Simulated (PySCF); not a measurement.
Work out the structure from these simulated measurements.

Elements present: H, O and Si. Monoisotopic mass: 77.9957 u.

- UV, strongest line: among the 8 lowest singlet transitions: S5 at 8.05 eV (154 nm, f = 0.243) [TDDFT CAM-B3LYP/def2-SVPD]
- XPS: Si2p3/2 106.5, Si2p3/2 107.1, O1s 538.5, Si1s 1846.2, Si1s 1846.9 eV [ΔSCF SCAN, pcX-2 on the ionised atom, pcseg-1 elsewhere, spin-free X2C, 2p3/2 from a spin–orbit splitting computed afterwards within the 2p shell]
- Rotational structure: rotational constants A, B, C: 16.063, 3.400, 3.006 GHz [GFN2-xTB]
- Polarisability: 61.2 au [CAM-B3LYP/def2-SVPD]
- UV, first state: lowest singlet excitation: 6.29 eV (197 nm, f = 0.009) [TDDFT CAM-B3LYP/def2-SVPD]
- Dipole: 1.20 D [CAM-B3LYP/def2-SVPD]
- Triplet: lowest triplet excitation (Tamm–Dancoff): 5.67 eV [TDA CAM-B3LYP/def2-SVPD]

The electronic properties come from PySCF, for the isolated species, density fitting. Levels stand in brackets. The structure is a single GFN2-xTB conformer in the gas phase; no vibrational or solvent corrections.

Problem. Which formula fits the mass and the elements?

Solution. H6OSi2 (calculated 77.9957). No other formula that holds each of these elements comes within 0.0003 u with a fitting electron parity and a possible valence count.

Problem. Give a SMILES that accounts for the data.

Solution. Numbering: `[OH:1][SiH2:2][SiH3:3]`. Its formula, H6OSi2, gives 0 degrees of unsaturation, so no ring and no π bond. The core levels belong to: Si2p3/2 106.5 eV, SiH3 silicon [Si3]; Si2p3/2 107.1 eV, oxygen-bound silicon [Si2]; O1s 538.5 eV, silanol oxygen [O1]; Si1s 1846.2 eV, SiH3 silicon [Si3]; Si1s 1846.9 eV, oxygen-bound silicon [Si2]. By its constants the optimised geometry is an asymmetric top. Structure: disilanol (`O[SiH2][SiH3]`). Computed isomers that give other values at the same levels: `[SiH3]O[SiH3]` (lowest singlet excitation: 7.20 eV (172 nm, f = 0.006)). The assignments are read from this structure; whether some other isomer fits the data as well wasn't checked.

Conformer computed: `[OH:1][SiH2:2][SiH3:3]`: H–O1–Si2–Si3 -58°.
